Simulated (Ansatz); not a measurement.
Molecule: methyl ethyl ether, C3H8O, net charge 0, singlet state. SMILES: CCOC
Geometry from a B3LYP-D3(BJ)/def2-TZVP (Ansatz, a program for electronic structure) optimisation:
```
C
H 1 1.0999
H 1 1.0999 2 107.18
O 1 1.4156 2 109.77 3 119.17
C 4 1.4088 1 112.87 2 -58.78
H 5 1.0890 4 107.48 1 180.00
H 5 1.0982 6 109.00 4 120.97
H 5 1.0982 6 109.00 7 118.06
C 1 1.5130 2 110.66 3 -120.74
H 9 1.0908 1 110.53 2 179.36
H 9 1.0908 10 108.33 1 -121.24
H 9 1.0915 10 108.52 11 -117.64
```
Charge 0, spin multiplicity 1.

Computed values are from Ansatz. Valence correlation only, unless marked. Open shells are spin-unrestricted. No spin-orbit coupling. Non-relativistic. CBS(X,Y): correlation extrapolated as X^-3; Hartree-Fock from the larger set. The bracket is a focal-point correction in the basis named.

Task: What is the T1 diagnostic at CCSD/cc-pVTZ?

Result: 0.010.

Task: What is the dipole moment at CCSD(T)/aug-cc-pVDZ?

Result: 1.20 D.

Task: What is the atomisation energy De at RI-MP2/CBS(cc-pVTZ,cc-pVQZ)+[CCSD(T)-MP2]/cc-pVTZ?

Result: 1096.1 kcal/mol.

Task: What is the total energy at RI-MP2/CBS(cc-pVTZ,cc-pVQZ)+[CCSD(T)-MP2]/cc-pVTZ?

Result: -194.1248 Eh.
